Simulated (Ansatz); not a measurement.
**Al2F (doublet): wave-function methods side by side, def2-QZVPP**

An exercise on one series of results from a longer session: the logs are not shown, and one member is left open.

Program: Ansatz 0.2.0, Gaussian basis. Level of theory: def2-QZVPP, core rule «outside noble gas», up to 11 orbitals frozen. These are calculated values, not measurements.

Plan: UHF; ROHF; CCSD(T) on UHF.

**What is computed**

The geometry is a PBE0/def2-TZVP stationary point (not a proven minimum) of the parent state, kept for this charge and spin.

3 atoms, charge 0, spin multiplicity 2.

Atoms are counted from 1 here; the program's logs count them from 0.

Bond lengths: Al1–Al2 2.338 Å, Al2–F3 1.647 Å. Angles: Al1–Al2–F3 180.0°.

Set-up of the first run:

The input, in.yaml:

```yaml
crystal:
  periodic: [false, false, false]
  atoms:
    - {symbol: Al, position_ang: [0.000000, 0.000000, 2.107800]}
    - {symbol: Al, position_ang: [0.000000, 0.000000, -0.230400]}
    - {symbol: F, position_ang: [0.000000, 0.000000, -1.877400]}
basis:
  gaussian: {orbitals: "def2-QZVPP.json"}
magnetization: {spin_polarized: true, initial_magnetization: 1}
hamiltonian: {xc: hf}
output: {orbitals: {seedname: orbitals}}
```

The run is started by

```console
ansatz run in.yaml --threads 1 --pin off --events-out ev --progress --plain --max-ram 2393MiB
```

Steps of the session up to this table: UHF; ROHF; CCSD(T) on UHF.

One of the session's tables, all rows but one given; the rest of the session is left out.

```
  method  from UCCSD(T) (meV)
    ROHF             +11662.6
     UHF             +11438.4
    UMP2                    ?
   UCCSD               +442.5
UCCSD(T)                    0
```

Q: Estimate the row for UMP2 from the others.

**Answer.** from UCCSD(T) (meV): +1112.4. In the column «from UCCSD(T) (meV)» it lies between UCCSD (+442.5) and UHF (+11438.4).

Limits of these values: The determinant is far from a pure spin state, so its energy mixes those of several spin states (harmless only where they are near-degenerate, as at dissociation).
